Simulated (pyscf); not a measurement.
One elimination on the singlet surface with elements of a group swapped. ωB97M-D3(BJ)/def2-TZVP, eV, from the reactant's lowest minimum found. PySCF, gas phase, ωB97X-D3(BJ)/def2-SVP geometries.

```tsv
step	barrier	reaction energy	imaginary mode (i cm⁻¹)
`[F][W]([F])(=[S])([SH])[SH]` -> `[F][W]([F])(=[S])=[S]` + `[SH2]`	0.97	+0.17	1096
`[F][W]([F])(=[Se])([SeH])[SeH]` → `[F][W]([F])(=[Se])=[Se]` + `[SeH2]`	?	?	786
```

Problem. Some entries are withheld; supply them.

Solution. 
- `[F][W]([F])(=[Se])([SeH])[SeH]` → `[F][W]([F])(=[Se])=[Se]` + `[SeH2]`, barrier: 0.96
- `[F][W]([F])(=[Se])([SeH])[SeH]` → `[F][W]([F])(=[Se])=[Se]` + `[SeH2]`, reaction energy: +0.21

Row 1: On the product side the descent ends in an adduct with a S–W contact, 0.61 eV under the separated species and 1.08 eV under the saddle at ωB97X-D3(BJ)/def2-TZVP. Row 2: On the product side the descent ends in an adduct with a Se–W contact, 0.70 eV under the separated species and 0.99 eV under the saddle at ωB97X-D3(BJ)/def2-TZVP. Each row is the saddle that its search found. Elements up to Kr have no core potential and no relativistic terms here. Elements past Kr carry the def2 core potentials, without spin-orbit coupling.
